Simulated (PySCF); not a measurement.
Two-dimensional NMR puzzle

Compound of formula C$_{2}$H$_{4}$F$_{2}$O. Correlations simulated from computed shifts and the bond graph:

HSQC (one-bond C–H):
| δH | δC |
| --- | --- |
| 5.85 | 124.2 |
| 3.66 | 68.3 |

COSY cross peaks (H two or three bonds apart, from the bond graph; peaks can be absent where the dihedral angle is near 90°):
| δH | δH |
| --- | --- |
| 5.85 | 3.66 |

HMBC (two and three bonds, from the bond graph):
| δH | δC |
| --- | --- |
| 5.85 | 68.3 |
| 3.66 | 124.2 |

Method: shieldings: GIAO B97-2/pcSseg-2, PBE0-D3(BJ)/def2-TZVP geometry, in PySCF 2.14 (a single conformation, equivalent nuclei averaged, in vacuum, no relativistic terms).

Shifts are taken against calculated references (same method and geometry level): ¹H (31.64 ppm), ¹³C (185.38 ppm) vs TMS.

Exchangeable hydrogens are left out of these lists.

**Question.** Assemble the structure.

**Answer.** `OCC(F)F`.

Numbering as in the mapped SMILES `[OH:1][CH2:2][CH:3]([F:4])[F:5]` (H(Xn): hydrogen on atom n).

δC 124.2 is C3, an sp3 CH bonded to 2 F (δH 5.85). δC 68.3 is C2, an sp3 CH2 bonded to O (δH 3.66). COSY links 5.85–3.66.

Exchangeable OH/NH protons stand at their gas-phase positions; hydrogen bonding in a real sample shifts them, mostly to higher δ. Shifts are as computed. Against solution values, carbons near 30 ppm lie about +3 ppm off and those near 130 ppm about +7 ppm. Of 1211 compounds with measured shifts, 218 miss one by over three times the rms of a fit or turn the order of signals round; such compounds aren't used in these exercises.
